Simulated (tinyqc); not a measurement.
ROHF in the sto-3g basis, for OH+, spin multiplicity 3, step by step. One step of it, computed by the program tinyqc.

Task: Iteration 2: building the Fock matrix. J_ij = sum D_kl (ij|kl) with D = D(alpha) + D(beta), K_ij = sum D_kl (ik|jl) for each spin; F = H + J - K(s); E = tr D H + tr D J / 2 - 0.5 sum_s tr D(s) K(s) + E_nn.

D(alpha) after iteration 1, lower triangle:
```
            1O 1s      1O 2s    1O 2px    1O 2py     1O 2pz     2H 1s
1O 1s    1.059748
1O 2s   -0.253072   1.073014
1O 2px   0.000000   0.000000  0.014488
1O 2py   0.000000   0.000000  0.119493  0.985512
1O 2pz  -0.002369   0.013955  0.000000  0.000000   1.014257
2H 1s    0.020105  -0.118455  0.000000  0.000000  -0.121016  1.027213
```

D(beta) after iteration 1, lower triangle:
```
            1O 1s      1O 2s    1O 2px    1O 2py    1O 2pz     2H 1s
1O 1s    1.059218
1O 2s   -0.250244   1.057926
1O 2px   0.000000   0.000000  0.000000
1O 2py   0.000000   0.000000  0.000000  0.000000
1O 2pz   0.005836  -0.029820  0.000000  0.000000  0.887248
2H 1s   -0.002542   0.002378  0.000000  0.000000  0.229566  0.059497
```

core Hamiltonian H = T + V (hartree), lower triangle:
```
             1O 1s      1O 2s     1O 2px     1O 2py     1O 2pz      2H 1s
1O 1s   -31.907295
1O 2s    -7.420217  -8.535828
1O 2px    0.000000   0.000000  -6.735364
1O 2py    0.000000   0.000000   0.000000  -6.735364
1O 2pz   -0.004332  -0.054675   0.000000   0.000000  -6.757540
2H 1s    -0.244337  -0.693097   0.000000   0.000000  -0.603390  -2.800633
```

Two-electron integrals (ij|kl) in chemists' order, unique and non-zero (hartree):
```
(11|11) 4.785065   (21|11) 0.741380   (21|21) 0.136873   (22|11) 1.118947
(22|21) 0.256633   (22|22) 0.817206   (31|31) 0.024477   (32|31) 0.037809
(32|32) 0.180518   (33|11) 1.115814   (33|21) 0.256684   (33|22) 0.817023
(33|33) 0.880159   (41|41) 0.024477   (42|41) 0.037809   (42|42) 0.180518
(43|43) 0.047444   (44|11) 1.115814   (44|21) 0.256684   (44|22) 0.817023
(44|33) 0.785270   (44|44) 0.880159   (51|51) 0.024477   (52|51) 0.037809
(52|52) 0.180518   (53|53) 0.047444   (54|54) 0.047444   (55|11) 1.115814
(55|21) 0.256684   (55|22) 0.817023   (55|33) 0.785270   (55|44) 0.785270
(55|55) 0.880159   (61|11) 0.024466   (61|21) 0.004483   (61|22) 0.008367
(61|33) 0.008355   (61|44) 0.008355   (61|51) 0.000194   (61|52) 0.000369
(61|55) 0.008391   (61|61) 0.000149   (62|11) 0.077302   (62|21) 0.018031
(62|22) 0.066144   (62|33) 0.065030   (62|44) 0.065030   (62|51) 0.001324
(62|52) 0.011403   (62|55) 0.068305   (62|61) 0.000602   (62|62) 0.007612
(63|31) 0.001649   (63|32) 0.010454   (63|53) 0.002252   (63|63) 0.000960
(64|41) 0.001649   (64|42) 0.010454   (64|54) 0.002252   (64|64) 0.000960
(65|11) 0.066271   (65|21) 0.015627   (65|22) 0.061251   (65|33) 0.058878
(65|44) 0.058878   (65|51) 0.002520   (65|52) 0.019285   (65|55) 0.065928
(65|61) 0.000536   (65|62) 0.008563   (65|65) 0.010461   (66|11) 0.291741
(66|21) 0.069047   (66|22) 0.290983   (66|33) 0.284146   (66|44) 0.284146
(66|51) 0.004285   (66|52) 0.053239   (66|55) 0.304568   (66|61) 0.002300
(66|62) 0.048245   (66|65) 0.063068   (66|66) 0.774606
```

nuclear repulsion = 2.33632323 hartree

Give: Coulomb J; exchange K(alpha); exchange K(beta); F(alpha); F(beta); total energy of this density.

Result:

Coulomb J (hartree), lower triangle:
```
          1O 1s   1O 2s  1O 2px  1O 2py  1O 2pz   2H 1s
1O 1s   15.3294
1O 2s    2.7992  6.5391
1O 2px   0.0000  0.0000  6.4336
1O 2py   0.0000  0.0000  0.0113  6.5258
1O 2pz   0.0039  0.0539  0.0000  0.0000  6.6356
2H 1s    0.0919  0.5337  0.0000  0.0000  0.5077  2.8747
```

exchange K(alpha) (hartree), lower triangle:
```
         1O 1s   1O 2s  1O 2px  1O 2py  1O 2pz   2H 1s
1O 1s   4.8919
1O 2s   0.8183  1.2458
1O 2px  0.0000  0.0000  0.3062
1O 2py  0.0000  0.0000  0.0995  1.1147
1O 2pz  0.0001  0.0032  0.0000  0.0000  1.1310
2H 1s   0.0283  0.1081  0.0000  0.0000  0.1018  0.7889
```

exchange K(beta) (hartree), lower triangle:
```
         1O 1s    1O 2s  1O 2px  1O 2py  1O 2pz   2H 1s
1O 1s   4.8639
1O 2s   0.7763   1.0472
1O 2px  0.0000   0.0000  0.2412
1O 2py  0.0000   0.0000  0.0000  0.2412
1O 2pz  0.0003  -0.0073  0.0000  0.0000  1.0099
2H 1s   0.0273   0.1007  0.0000  0.0000  0.1440  0.0919
```

F(alpha) (hartree), lower triangle:
```
           1O 1s    1O 2s   1O 2px   1O 2py   1O 2pz    2H 1s
1O 1s   -21.4698
1O 2s    -5.4393  -3.2424
1O 2px    0.0000   0.0000  -0.6079
1O 2py    0.0000   0.0000  -0.0882  -1.3244
1O 2pz   -0.0005  -0.0039   0.0000   0.0000  -1.2529
2H 1s    -0.1807  -0.2675   0.0000   0.0000  -0.1975  -0.7148
```

F(beta) (hartree), lower triangle:
```
           1O 1s    1O 2s   1O 2px   1O 2py   1O 2pz    2H 1s
1O 1s   -21.4418
1O 2s    -5.3973  -3.0438
1O 2px    0.0000   0.0000  -0.5430
1O 2py    0.0000   0.0000   0.0113  -0.4508
1O 2pz   -0.0007   0.0065   0.0000   0.0000  -1.1318
2H 1s    -0.1797  -0.2601   0.0000   0.0000  -0.2397  -0.0179
```

total energy of this density = -73.662205 hartree
